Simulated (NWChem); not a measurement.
Species: CH cation, singlet

All runs: NWChem. Pople sets run with spherical d functions. Low-valent species are run as closed-shell singlets; no triplet was tried in these runs. Coordinates come from a PBE0/def2-SVP optimisation. Gas-phase geometry, NWChem's default radii.

COSMO at PBE0/6-31G* gives an electrostatic solvation energy of -28.69 kcal/mol for ε = 1.5. Its surface charges are scaled by f = (ε − 1)/ε.

Estimate the value for ε = 78.4 from the scaling alone and compare it with a run, and give the Born radius that the larger ε implies.


1. f = 0.3333 and 0.9872; their ratio is 2.962.
2. With a rigid solute density the energy is proportional to f: -28.69 × 2.962 = -84.98 kcal/mol.
3. The run gives -85.18 kcal/mol, 0.20 lower; the difference is the response of the solute's density to the stronger field.
4. Born: ΔG = −166.0 q² f / a (kcal/mol, a in Å), so a = 1.92 Å.
